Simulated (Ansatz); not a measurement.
Hydrogen peroxide (`OO`): measurement beside calculation (Ansatz, PBE0-D4/def2-TZVP geometry).

```xyz
4

O     0.368    0.635   -0.193
O     0.146   -0.711    0.222
H    -0.125    1.120    0.480
H    -0.389   -1.044   -0.509
```

Measured: 212836.71 ± 0.07 MHz (A0 of HOOD, ground state, lower torsional sublevel vLAM=0, submillimetre and far-infrared spectroscopy); 24848.38 ± 0.035 MHz (B0 of HOOD, ground state, lower torsional sublevel vLAM=0, submillimetre and far-infrared spectroscopy); 23397.985 ± 0.036 MHz (C0 of HOOD, ground state, lower torsional sublevel vLAM=0, submillimetre and far-infrared spectroscopy). Source: Accidental Interaction in the Torsional Spectrum of Singly Deuterated Hydrogen Peroxide HOOD, 2021 (arxiv:2105.09186).

| constant | measured (MHz) | computed (MHz) | error (%) |
| --- | --- | --- | --- |
| A | 212837 | 305812 | 43.7 |
| B | 24848 | 27297 | 9.9 |
| C | 23398 | 26402 | 12.8 |

Computed constants are equilibrium values for the main isotopes; measured ground-state ones include zero-point motion, which usually lowers them by up to about 1 %. All levels miss by much here, so the measurement may belong to another conformer or state, or be off; this wasn't checked.

Enthalpy of formation at 298 K: -32.5 kcal/mol (zero for an element's reference state; older measured values of the G2 set, as listed by Staroverov and co-workers, J. Chem. Phys. 119, 12129, 2003). With their computed zero-point and thermal terms and the atoms' enthalpies of Curtiss and co-workers (1997) it gives an electronic atomization energy of 268.7 kcal/mol.

```
             level  atomization (kcal/mol)   error  error per bond
       LDA (SPW92)                   334.1    65.4            21.8
            PBE-D4                   281.5    12.8             4.3
         revPBE-D4                   269.7     1.0             0.3
           BLYP-D4                   275.2     6.6             2.2
         r2SCAN-D4                   267.3    -1.3            -0.4
            B97M-V                   265.5    -3.1            -1.0
           PBE0-D4                   263.1    -5.6            -1.9
          B3LYP-D4                   266.8    -1.9            -0.6
        r2SCANh-D4                   261.4    -7.3            -2.4
        r2SCAN0-D4                   252.6   -16.0            -5.3
          HSE06-D4                   263.6    -5.0            -1.7
          BHLYP-D4                   242.0   -26.7            -8.9
      CAM-B3LYP-D4                   268.3    -0.4            -0.1
           ωB97X-V                   267.6    -1.1            -0.4
           ωB97M-V                   268.9     0.3             0.1
            B2PLYP                   263.2    -5.5            -1.8
          PBE-QIDH                   256.4   -12.2            -4.1
               PBE                   281.1    12.4             4.1
            revPBE                   267.8    -0.8            -0.3
              BLYP                   274.2     5.5             1.8
            r2SCAN                   267.2    -1.4            -0.5
              PBE0                   262.8    -5.9            -2.0
             B3LYP                   266.1    -2.5            -0.8
           r2SCANh                   261.3    -7.4            -2.5
           r2SCAN0                   252.5   -16.1            -5.4
             HSE06                   263.3    -5.3            -1.8
             BHLYP                   241.5   -27.1            -9.0
         CAM-B3LYP                   268.0    -0.7            -0.2
           LC-ωPBE                   265.2    -3.5            -1.2
     HF/def2-TZVPP                   134.8  -133.8           -44.6
    MP2/def2-TZVPP                   266.4    -2.3            -0.8
SCS-MP2/def2-TZVPP                   264.0    -4.6            -1.5
   CCSD/def2-TZVPP                   250.7   -18.0            -6.0
CCSD(T)/def2-TZVPP                   258.3   -10.3            -3.4
     HF/def2-QZVPP                   135.2  -133.5           -44.5
    MP2/def2-QZVPP                   273.1     4.4             1.5
SCS-MP2/def2-QZVPP                   271.5     2.8             0.9
   CCSD/def2-QZVPP                   256.1   -12.6            -4.2
CCSD(T)/def2-QZVPP                   264.4    -4.2            -1.4
      HF/CBS(def2)                   135.2  -133.4           -44.5
     MP2/CBS(def2)                   277.9     9.2             3.1
    CCSD/CBS(def2)                   259.8    -8.8            -2.9
 CCSD(T)/CBS(def2)                   268.7     0.1             0.0
```

Functionals use def2-TZVPP; B3LYP here is the variant with VWN-RPA as its local correlation; programs differ in this. The calculations leave out spin–orbit coupling, scalar relativity and, for the correlated methods, core correlation; together these are worth up to about 1 kcal/mol a heavy atom. HSE06 is defined as in plane-wave codes. CBS extrapolates def2-TZVPP and def2-QZVPP. T1 = 0.011.
